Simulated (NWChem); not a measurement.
Correlation energy of CH$_{2}$ (+1)

```xyz
3

C      0.0000     0.0000     0.0924
H      1.0572     0.0000    -0.2771
H     -1.0572     0.0000    -0.2771
```
Charge +1, spin multiplicity 2.

The numbers come from NWChem runs, not from measurements. Structure: optimised with UPBE/def2-SVP, a minimum by its harmonic frequencies.

Basis set: cc-pVDZ. Each correlation energy counts from its own Hartree-Fock reference.

The correlated methods keep 1 core orbital frozen. This spin state was chosen for the runs; another may lie lower. The structure started from a generated list of species. The unpaired electrons of the parent sit in orbitals of symmetry a1 (C2v labels of the run); other states weren't searched. No SCF solution was tested for a lower state. Open-shell Hartree-Fock references start from PBE0 orbitals. No row is a measurement; the coupled-cluster row has its own basis-set and correlation limits.

Problem. Order these methods by the correlation energy they give, lowest first: URI-MP2, SCS-UMP2, CCSD on UHF, CCSD[T] on UHF.

Solution. CCSD[T] on UHF (-98.7 mHa), CCSD on UHF (-97.4 mHa), SCS-UMP2 (-82.5 mHa), URI-MP2 (-76.0 mHa)
